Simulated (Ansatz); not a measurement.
# CH3ClSi (SMILES [SiH2]=CCl): one structure at several levels

An exercise on one series of results from a longer session: the logs are not shown, and one member is left open.

Computed with Ansatz 0.2.0, Gaussian basis. Level: single points in def2-TZVPP.

Correlated methods freeze the cores.

### Starting geometry

6 atoms, charge 0, spin multiplicity 1.

Atoms are counted from 1 here; the program's logs count them from 0.

Bond lengths: Si1–C2 1.947 Å, Si1–H4 1.305 Å, Si1–H5 1.509 Å, C2–Cl3 1.728 Å, C2–H6 0.949 Å. Angles: C2–Si1–H4 122.2°, C2–Si1–H5 133.4°, H4–Si1–H5 104.3°, Si1–C2–Cl3 117.0°, Si1–C2–H6 131.2°, Cl3–C2–H6 110.9°.

Coordinates:

```mol
CH3ClSi
  3D, bonds by distance, orders not assigned

  6  5  0  0  0  0  0  0  0  0999 V2000
   -0.5928    0.2136   -0.7352 Si  0  0
    0.7185    0.0694    0.6965 C   0  0
    0.6873   -1.3732    1.6466 Cl  0  0
   -1.4278   -0.7498   -1.0128 H   0  0
   -0.9495    1.3095   -1.7090 H   0  0
    1.2978    0.7151    1.0803 H   0  0
  1  2  8  0
  1  4  8  0
  1  5  8  0
  2  3  8  0
  2  6  8  0
M  END
```

Set-up of the first run:

run/in.yaml reads:

```yaml
crystal:
  periodic: [false, false, false]
  atoms:
    - {symbol: Si, position_ang: [-0.592800, 0.213600, -0.735200]}
    - {symbol: C, position_ang: [0.718500, 0.069400, 0.696500]}
    - {symbol: Cl, position_ang: [0.687300, -1.373200, 1.646600]}
    - {symbol: H, position_ang: [-1.427800, -0.749800, -1.012800]}
    - {symbol: H, position_ang: [-0.949500, 1.309500, -1.709000]}
    - {symbol: H, position_ang: [1.297800, 0.715100, 1.080300]}
basis:
  gaussian: {orbitals: def2-TZVPP}
correlation: {method: ccsd_t}
output: {forces: true}
```

The command line of these runs was not kept.

Among the steps run: CCSD(T)/def2-TZVPP; PBE0-D4/def2-TZVPP; wB97M-V/def2-TZVPP; r2SCAN-D4/def2-TZVPP; PBE-D4/def2-TZVPP; revPBE-D4/def2-TZVPP; BLYP-D4/def2-TZVPP.

One of the session's tables, all rows but one given; the rest of the session is left out.

| method | RMS force component (eV/Å) | angle to CCSD(T) forces (°) | dipole (D) |
| --- | --- | --- | --- |
| CCSD(T) | 3.454 | reference | 1.54 |
| PBE0-D4 | 3.625 | 3.1 | 1.69 |
| wB97M-V | ? | ? | ? |
| r2SCAN-D4 | 3.541 | 2.0 | 1.48 |
| PBE-D4 | 3.556 | 2.0 | 1.33 |
| revPBE-D4 | 3.549 | 1.6 | 1.31 |
| BLYP-D4 | 3.443 | 1.2 | 1.34 |

Estimate the missing values for wB97M-V.

As computed: RMS force component (eV/Å): 3.622; angle to CCSD(T) forces (°): 3.8; dipole (D): 1.93. In the column «RMS force component (eV/Å)» it lies between PBE-D4 (3.556) and PBE0-D4 (3.625).
